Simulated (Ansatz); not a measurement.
Species: CH$_{4}$, SMILES `C` (charge 0, multiplicity 1).

Problem. Give a relaxed geometry from Ansatz (a first-principles code) with B3LYP-D3(BJ)/def2-TZVP.

Solution. the end point of this relaxation (outside a Z-matrix the atoms follow the SMILES, hydrogens last).
Cartesian coordinates (Å) in one orientation:
```xyz
5

C      0.000     0.000     0.000
H     -0.661    -0.793    -0.347
H     -0.372     0.962    -0.351
H      0.029    -0.003     1.089
H      1.003    -0.166    -0.391
```
